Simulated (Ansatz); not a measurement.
This script makes vertical spin-state energies of C2H3NO, SMILES N=C1CO1 with Ansatz 0.2.0 through its Python package.

The script, `c2h3no_spin.py`:
```python
# -*- coding: utf-8 -*-
import ansatz as az

c2h3no = (
    az.Crystal.molecule()
    .atom('N', (-1.4104, 0.2931, -0.7429))
    .atom('C', (-0.5384, -0.2048, -0.0878))
    .atom('C', (0.7398, -0.1546, 0.3659))
    .atom('O', (-0.2166, -1.2524, 0.6282))
    .atom('H', (-1.1293, 1.2148, -1.1707))
    .atom('H', (1.0088, 0.4715, 1.2348))
    .atom('H', (1.6073, -0.4356, -0.2732))
)

base = (
    c2h3no.calculation()
    .basis(gaussian='cc-pVDZ')
    .functional('hf')
)
found = {}
for unpaired in [0, 2]:
    data = base.spin('collinear', total=unpaired).run().report
    s = unpaired / 2
    found[unpaired] = data['free_energy_ev']
    print(f'2S+1 = {unpaired + 1}: E = {found[unpaired]:.5f} eV, <S^2> = {abs(data["mean_field"]["state"]["spin_squared"]):.3f} (pure state {s * (s + 1):.2f})')
lowest = min(found, key=found.get)
for unpaired, e in found.items():
    print(f'multiplicity {unpaired + 1}: {23.060548 * (e - found[lowest]):.1f} kcal/mol above the lowest')
```

Which spin state is lowest at this geometry, and how far above lie the others?

In order: multiplicity 1 (+0.00 eV) and multiplicity 3 (+5.51 eV), all at the one geometry.

What the script printed:

```console
$ python c2h3no_spin.py
2S+1 = 1: E = -5625.00873 eV, <S^2> = 0.000 (pure state 0.00)
2S+1 = 3: E = -5619.49619 eV, <S^2> = 2.022 (pure state 2.00)
multiplicity 1: 0.0 kcal/mol above the lowest
multiplicity 3: 127.1 kcal/mol above the lowest
```

What to keep in mind:
- Total energies depend on the basis set; only differences at equal settings carry meaning.
- The geometry is a force-field or estimated start, not a minimum of this method, and the basis set is short of its limit. All parts are taken at fixed geometry, without zero-point energy.
- Hartree-Fock leaves correlation out, so it favours high-spin states too much.
- The whole script took 2.7 s on 1 thread of Intel(R) Xeon(R) 6975P-C (Granite Rapids), on a shared host, peak memory 0.19 GiB.
